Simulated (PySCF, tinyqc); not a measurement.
Inside a calculation. Method: G0W0 on RHF in the sto-6g basis, for HF, spin multiplicity 1. The lowest restricted solution is unstable here: a spin-polarised one lies 0.0084 hartree lower (PySCF). Computed by tinyqc, a small Python program that keeps every step (integrals from PySCF). Settings: charge = 0, multiplicity = 1, basis = sto-6g, method = RHF, energy threshold = 1e-10, iteration cap = 85, orthogonalisation = symmetric, start = Wolfsberg-Helmholz matrix, DIIS depth = 6. Command: `OMP_NUM_THREADS=1 python tinyqc.py 20291 20292 out.jsonl` (the two numbers bound the seeds that draw the settings). One thread of a shared host (Intel(R) Xeon(R) Processor @ 2.60GHz), about 0.1 s of CPU time with the checks. The early iterations of the SCF are left out here.

## One-electron integrals

Geometry (angstrom):

| atom | x | y | z |
|---|---|---|---|
| F | 0.000000 | 0.000000 | 0.000000 |
| H | 0.000000 | 0.000000 | 1.294000 |

Basis sto-6g: exponents (1/bohr^2) and contraction coefficients of normalised primitives:

| element | l (shell) | exponent | coefficient |
|---|---|---|---|
| F | s (1) | 1728.626574 | 0.009164 |
| F | s (1) | 316.941790 | 0.049361 |
| F | s (1) | 88.668891 | 0.168538 |
| F | s (1) | 30.460157 | 0.370563 |
| F | s (1) | 11.828570 | 0.416492 |
| F | s (1) | 4.871659 | 0.130334 |
| F | s (2) | 67.032281 | -0.013253 |
| F | s (2) | 13.267438 | -0.046992 |
| F | s (2) | 4.123510 | -0.033785 |
| F | s (2) | 1.586463 | 0.250242 |
| F | s (2) | 0.689002 | 0.595117 |
| F | s (2) | 0.315820 | 0.240706 |
| F | p (3) | 67.032281 | 0.003760 |
| F | p (3) | 13.267438 | 0.037679 |
| F | p (3) | 4.123510 | 0.173897 |
| F | p (3) | 1.586463 | 0.418036 |
| F | p (3) | 0.689002 | 0.425860 |
| F | p (3) | 0.315820 | 0.101708 |
| H | s (1) | 35.523221 | 0.009164 |
| H | s (1) | 6.513144 | 0.049361 |
| H | s (1) | 1.822143 | 0.168538 |
| H | s (1) | 0.625955 | 0.370563 |
| H | s (1) | 0.243077 | 0.416492 |
| H | s (1) | 0.100112 | 0.130334 |

Overlap, kinetic and nuclear-attraction integrals over the contracted functions; the nuclear repulsion is the sum of Za Zb / Rab.

nuclear repulsion = 3.68052156 hartree

overlap S:
```
           1F 1s     1F 2s    1F 2px    1F 2py    1F 2pz     2H 1s
1F 1s   1.000000  0.232479  0.000000  0.000000  0.000000  0.021152
1F 2s   0.232479  1.000000  0.000000  0.000000  0.000000  0.243556
1F 2px  0.000000  0.000000  1.000000  0.000000  0.000000  0.000000
1F 2py  0.000000  0.000000  0.000000  1.000000  0.000000  0.000000
1F 2pz  0.000000  0.000000  0.000000  0.000000  1.000000  0.213792
2H 1s   0.021152  0.243556  0.000000  0.000000  0.213792  1.000000
```

kinetic energy T (hartree):
```
            1F 1s      1F 2s    1F 2px    1F 2py    1F 2pz      2H 1s
1F 1s   37.397730  -1.143349  0.000000  0.000000  0.000000  -0.005406
1F 2s   -1.143349   1.082297  0.000000  0.000000  0.000000   0.006926
1F 2px   0.000000   0.000000  3.251325  0.000000  0.000000   0.000000
1F 2py   0.000000   0.000000  0.000000  3.251325  0.000000   0.000000
1F 2pz   0.000000   0.000000  0.000000  0.000000  3.251325   0.066614
2H 1s   -0.005406   0.006926  0.000000  0.000000  0.066614   0.768522
```

nuclear attraction V (hartree):
```
             1F 1s       1F 2s      1F 2px      1F 2py      1F 2pz      2H 1s
1F 1s   -78.231399   -7.960782    0.000000    0.000000   -0.007998  -0.828144
1F 2s    -7.960782  -11.884177    0.000000    0.000000   -0.094303  -2.022639
1F 2px    0.000000    0.000000  -11.868106    0.000000    0.000000   0.000000
1F 2py    0.000000    0.000000    0.000000  -11.868106    0.000000   0.000000
1F 2pz   -0.007998   -0.094303    0.000000    0.000000  -11.914798  -1.530486
2H 1s    -0.828144   -2.022639    0.000000    0.000000   -1.530486  -4.885571
```

core Hamiltonian H = T + V (hartree):
```
             1F 1s       1F 2s     1F 2px     1F 2py     1F 2pz      2H 1s
1F 1s   -40.833669   -9.104131   0.000000   0.000000  -0.007998  -0.833551
1F 2s    -9.104131  -10.801880   0.000000   0.000000  -0.094303  -2.015713
1F 2px    0.000000    0.000000  -8.616780   0.000000   0.000000   0.000000
1F 2py    0.000000    0.000000   0.000000  -8.616780   0.000000   0.000000
1F 2pz   -0.007998   -0.094303   0.000000   0.000000  -8.663473  -1.463872
2H 1s    -0.833551   -2.015713   0.000000   0.000000  -1.463872  -4.117049
```

## Two-electron integrals

Functions are numbered as in S; the eight-fold symmetry (ij|kl) = (ji|kl) = (kl|ij) leaves the list below.

Two-electron integrals (ij|kl) in chemists' order, unique and non-zero (hartree):
```
(11|11) 5.406240   (21|11) 0.768129   (21|21) 0.138909   (22|11) 1.266271
(22|21) 0.283987   (22|22) 0.926367   (31|31) 0.029452   (32|31) 0.044681
(32|32) 0.204753   (33|11) 1.266273   (33|21) 0.283987   (33|22) 0.926366
(33|33) 0.998085   (41|41) 0.029452   (42|41) 0.044681   (42|42) 0.204753
(43|43) 0.053789   (44|11) 1.266273   (44|21) 0.283987   (44|22) 0.926366
(44|33) 0.890506   (44|44) 0.998085   (51|51) 0.029452   (52|51) 0.044681
(52|52) 0.204753   (53|53) 0.053789   (54|54) 0.053789   (55|11) 1.266273
(55|21) 0.283987   (55|22) 0.926366   (55|33) 0.890506   (55|44) 0.890506
(55|55) 0.998085   (61|11) 0.074268   (61|21) 0.012887   (61|22) 0.025814
(61|33) 0.025771   (61|44) 0.025771   (61|51) 0.000561   (61|52) 0.001103
(61|55) 0.025899   (61|61) 0.001215   (62|11) 0.206380   (62|21) 0.047068
(62|22) 0.173610   (62|33) 0.171105   (62|44) 0.171105   (62|51) 0.003423
(62|52) 0.026806   (62|55) 0.178618   (62|61) 0.004377   (62|62) 0.042104
(63|31) 0.004979   (63|32) 0.029343   (63|53) 0.005489   (63|63) 0.005867
(64|41) 0.004979   (64|42) 0.029343   (64|54) 0.005489   (64|64) 0.005867
(65|11) 0.149233   (65|21) 0.034485   (65|22) 0.135847   (65|33) 0.130381
(65|44) 0.130381   (65|51) 0.007081   (65|52) 0.048434   (65|55) 0.146781
(65|61) 0.003330   (65|62) 0.040426   (65|65) 0.044235   (66|11) 0.404992
(66|21) 0.094064   (66|22) 0.399897   (66|33) 0.388351   (66|44) 0.388351
(66|51) 0.007472   (66|52) 0.083462   (66|55) 0.422987   (66|61) 0.008780
(66|62) 0.132787   (66|65) 0.147316   (66|66) 0.774999
```

## Orthogonalisation

S = U s U^T; symmetric (Loewdin) form X = U s^(-1/2) U^T, so that X^T S X = 1.

eigenvalues of S: 0.633058  0.857985  1.000000  1.000000  1.122742  1.386214

X:
```
            1F 1s      1F 2s    1F 2px    1F 2py     1F 2pz      2H 1s
1F 1s    1.021462  -0.123153  0.000000  0.000000  -0.002400   0.012245
1F 2s   -0.123153   1.046410  0.000000  0.000000   0.021690  -0.133193
1F 2px   0.000000   0.000000  1.000000  0.000000   0.000000   0.000000
1F 2py   0.000000   0.000000  0.000000  1.000000   0.000000   0.000000
1F 2pz  -0.002400   0.021690  0.000000  0.000000   1.018593  -0.114625
2H 1s    0.012245  -0.133193  0.000000  0.000000  -0.114625   1.043065
```

## Iteration 6 (converged): orbitals

converged F (hartree):
```
             1F 1s      1F 2s     1F 2px     1F 2py     1F 2pz      2H 1s
1F 1s   -26.262789  -6.372143   0.000000   0.000000  -0.013516  -0.586449
1F 2s    -6.372143  -2.886076   0.000000   0.000000  -0.018513  -0.578127
1F 2px    0.000000   0.000000  -0.472576   0.000000   0.000000   0.000000
1F 2py    0.000000   0.000000   0.000000  -0.472576   0.000000   0.000000
1F 2pz   -0.013516  -0.018513   0.000000   0.000000  -0.214180  -0.406084
2H 1s    -0.586449  -0.578127   0.000000   0.000000  -0.406084  -0.265888
```

Diagonalise F' = X^T F X, C = X C', fill 5 alpha and 5 beta electrons from the bottom; D = 2 C_occ C_occ^T. Each column has its largest component positive (the first on a tie).

F' = X^T F X (hartree):
```
            1          2          3          4          5          6
1  -25.855697  -3.168176   0.000000   0.000000  -0.026629  -0.049556
2   -3.168176  -1.777488   0.000000   0.000000   0.051570  -0.285135
3    0.000000   0.000000  -0.472576   0.000000   0.000000   0.000000
4    0.000000   0.000000   0.000000  -0.472576   0.000000   0.000000
5   -0.026629   0.051570   0.000000   0.000000  -0.129932  -0.391836
6   -0.049556  -0.285135   0.000000   0.000000  -0.391836  -0.084215
```

orbital energies (hartree): MO1 -26.265881, MO2 -1.425150, MO3 -0.476096, MO4 -0.472576, MO5 -0.472576, MO6 0.319795

coefficients C:
```
              MO1        MO2        MO3       MO4        MO5        MO6
1F 1s    0.997242  -0.245843   0.042144  0.000000   0.000000   0.044737
1F 2s    0.011743   1.003068  -0.230677  0.000000   0.000000  -0.262405
1F 2px   0.000000   0.000000   0.000000  0.041398   0.999143   0.000000
1F 2py   0.000000   0.000000   0.000000  0.999143  -0.041398   0.000000
1F 2pz   0.000849   0.019594   0.688004  0.000000   0.000000  -0.759877
2H 1s   -0.001614   0.083635   0.604341  0.000000   0.000000   0.864170
```

D after iteration 6:
```
            1F 1s      1F 2s    1F 2px    1F 2py     1F 2pz      2H 1s
1F 1s    2.113413  -0.489215  0.000000  0.000000   0.050048   0.006597
1F 2s   -0.489215   2.118988  0.000000  0.000000  -0.278085  -0.111070
1F 2px   0.000000   0.000000  2.000000  0.000000   0.000000   0.000000
1F 2py   0.000000   0.000000  0.000000  2.000000   0.000000   0.000000
1F 2pz   0.050048  -0.278085  0.000000  0.000000   0.947468   0.834852
2H 1s    0.006597  -0.111070  0.000000  0.000000   0.834852   0.744450
```

Within a degenerate level the vectors are fixed only up to a rotation; this is one choice.

## Convergence

Stop when the energy changes by less than 1e-10 hartree and every element of the error matrix X^T (F D S - S D F) X is below 3e-06.

Course of the cycle:

| iteration | E (hartree) | change | largest element of the error matrix |
|---|---|---|---|
| 1 | -99.07195991 | - | 4.45e-01 |
| 2 | -99.41743234 | -3.45e-01 | 5.36e-02 |
| 3 | -99.41964140 | -2.21e-03 | 1.09e-02 |
| 4 | -99.41972521 | -8.38e-05 | 1.78e-04 |
| 5 | -99.41972523 | -1.83e-08 | 4.07e-06 |
| 6 | -99.41972523 | -9.86e-12 | 1.91e-07 |

PySCF RHF in the same basis = -99.41972523 hartree

Converged in 6 iterations.

## Integrals over molecular orbitals

(pq|rs) = sum C_ip C_jq C_kr C_ls (ij|kl), one index at a time.

one-electron integrals over orbitals h = C^T H C (hartree):
```
            1          2          3          4          5          6
1  -40.820735   0.734669  -0.120814   0.000000   0.000000  -0.135063
2    0.734669  -9.190559   0.469420   0.000000   0.000000   0.737895
3   -0.120814   0.469420  -6.743111   0.000000   0.000000   2.313892
4    0.000000   0.000000   0.000000  -8.616780   0.000000   0.000000
5    0.000000   0.000000   0.000000   0.000000  -8.616780   0.000000
6   -0.135063   0.737895   2.313892   0.000000   0.000000  -5.953522
```

Two-electron integrals over orbitals (pq|rs), unique and non-zero (hartree):
```
(11|11) 5.382564    (21|11) -0.536378   (21|21) 0.086141    (22|11) 1.256826
(22|21) -0.024464   (22|22) 0.879781    (31|11) 0.093707    (31|21) -0.014698
(31|22) 0.005878    (31|31) 0.017535    (32|11) -0.114593   (32|21) 0.004883
(32|22) -0.045512   (32|31) 0.020559    (32|32) 0.131413    (33|11) 0.879526
(33|21) -0.007954   (33|22) 0.685989    (33|31) -0.001996   (33|32) -0.012164
(33|33) 0.667948    (41|41) 0.030348    (42|41) 0.040156    (42|42) 0.190553
(43|41) -0.006331   (43|42) -0.025357   (43|43) 0.034320    (44|11) 1.265989
(44|21) -0.014263   (44|22) 0.899664    (44|31) 0.002392    (44|32) -0.061993
(44|33) 0.671406    (44|44) 0.998085    (51|51) 0.030348    (52|51) 0.040156
(52|52) 0.190553    (53|51) -0.006331   (53|52) -0.025357   (53|53) 0.034320
(54|54) 0.053789    (55|11) 1.265989    (55|21) -0.014263   (55|22) 0.899664
(55|31) 0.002392    (55|32) -0.061993   (55|33) 0.671406    (55|44) 0.890506
(55|55) 0.998085    (61|11) 0.101377    (61|21) -0.016892   (61|22) 0.003015
(61|31) -0.012885   (61|32) -0.022939   (61|33) 0.004983    (61|44) 0.002629
(61|55) 0.002629    (61|61) 0.019865    (62|11) -0.146348   (62|21) 0.004204
(62|22) -0.079647   (62|31) -0.019957   (62|32) -0.079894   (62|33) -0.022191
(62|44) -0.078777   (62|55) -0.078777   (62|61) 0.019003    (62|62) 0.090762
(63|11) -0.428902   (63|21) 0.006647    (63|22) -0.246821   (63|31) 0.001460
(63|32) 0.075376    (63|33) -0.091992   (63|44) -0.252311   (63|55) -0.252311
(63|61) -0.004142   (63|62) 0.033605    (63|63) 0.238411    (64|41) -0.006417
(64|42) -0.026210   (64|43) -0.023007   (64|64) 0.028416    (65|51) -0.006417
(65|52) -0.026210   (65|53) -0.023007   (65|65) 0.028416    (66|11) 0.829578
(66|21) -0.008416   (66|22) 0.632590    (66|31) 0.009373    (66|32) 0.043092
(66|33) 0.643387    (66|44) 0.617020    (66|55) 0.617020    (66|61) -0.006788
(66|62) -0.051296   (66|63) -0.024826   (66|66) 0.669075
```

## Screening: direct RPA

With D = e_a - e_i and K = (ia|jb): diagonalise D^(1/2) (D + 4K) D^(1/2) = Z w^2 Z^T; X + Y = D^(1/2) Z w^(-1/2), each column of Z with its largest component positive (the first on a tie); E_c = (sum w - tr (D + 2K)) / 2.

D^(1/2) (D + 4K) D^(1/2) (hartree^2):
```
            1>6       2>6        3>6       4>6       5>6
1>6  708.910679  0.517723  -0.076207  0.000000  0.000000
2>6    0.517723  3.678333   0.158408  0.000000  0.000000
3>6   -0.076207  0.158408   1.392441  0.000000  0.000000
4>6    0.000000  0.000000   0.000000  0.717919  0.000000
5>6    0.000000  0.000000   0.000000  0.000000  0.717919
```

excitation energies w (hartree): 0.847301  0.847301  1.175371  1.920648  26.625384

X + Y:
```
            1          2          3          4          5
1>6  0.000000   0.000000   0.000751  -0.002697   0.999254
2>6  0.000000   0.000000  -0.083877   0.950901   0.000188
3>6  0.000000   0.000000   0.820933   0.044314  -0.000019
4>6  0.040837   0.966180   0.000000   0.000000   0.000000
5>6  0.966180  -0.040837   0.000000   0.000000   0.000000
```

RPA correlation energy = -0.05349712 hartree

Within a degenerate level the vectors are fixed only up to a rotation; this is one choice.

## G0W0 on Hartree-Fock: HOMO

W(p,q,m) = sqrt2 sum_ia (pq|ia) (X+Y)_ia,m; Sigma_c(x) = sum_(i,m) W^2/(x - e_i + w_m) + sum_(a,m) W^2/(x - e_a - w_m); solve x = e_p + Sigma_c(x) by Newton steps; Z = 1/(1 - dSigma/dx); 1 hartree = 27.211386 eV.

The 12 largest terms at x = e_p (hartree; W for the signs of X + Y given):

| q | m | W | term |
|---|---|---|---|
| 5 | 3 | -0.283579 | 0.068419 |
| 5 | 4 | -0.121760 | 0.007719 |
| 3 | 1 | -0.031436 | 0.001161 |
| 6 | 1 | 0.038828 | -0.000919 |
| 2 | 1 | -0.035813 | 0.000713 |
| 1 | 1 | -0.008768 | 2.89e-06 |
| 3 | 2 | 0.001329 | 2.07e-06 |
| 6 | 2 | -0.001641 | -1.64e-06 |
| 2 | 2 | 0.001514 | 1.27e-06 |
| 5 | 5 | 0.003702 | 5.15e-07 |
| 1 | 2 | 0.000371 | 5.16e-09 |

Newton steps (hartree):

| step | x | Sigma_c(x) | Z |
|---|---|---|---|
| 0 | -0.472576 | 0.077097 | 0.939359 |
| 1 | -0.400154 | 0.072684 | 0.945605 |
| 2 | -0.399906 | 0.072670 | 0.945624 |
| 3 | -0.399906 | 0.072670 | 0.945624 |

quasiparticle energy of the HOMO = -10.882004 eV

Hartree-Fock value = -12.859460 eV

## G0W0 on Hartree-Fock: LUMO

As before.

The 12 largest terms at x = e_p (hartree; W for the signs of X + Y given):

| q | m | W | term |
|---|---|---|---|
| 3 | 3 | 0.272799 | 0.037752 |
| 2 | 4 | 0.124088 | 0.004201 |
| 6 | 4 | -0.070511 | -0.002589 |
| 3 | 4 | 0.060148 | 0.001332 |
| 5 | 1 | 0.038828 | 0.000919 |
| 4 | 2 | 0.038828 | 0.000919 |
| 6 | 3 | -0.022744 | -0.000440 |
| 2 | 3 | 0.028268 | 0.000274 |
| 2 | 5 | 0.026878 | 0.000025 |
| 1 | 4 | 0.025220 | 0.000022 |
| 1 | 5 | 0.028077 | 0.000015 |
| 6 | 5 | -0.009605 | -3.47e-06 |

Newton steps (hartree):

| step | x | Sigma_c(x) | Z |
|---|---|---|---|
| 0 | 0.319795 | 0.042434 | 0.976821 |
| 1 | 0.361246 | 0.041467 | 0.977575 |
| 2 | 0.361262 | 0.041466 | 0.977576 |

quasiparticle energy of the LUMO = 9.830434 eV

Hartree-Fock value = 8.702077 eV
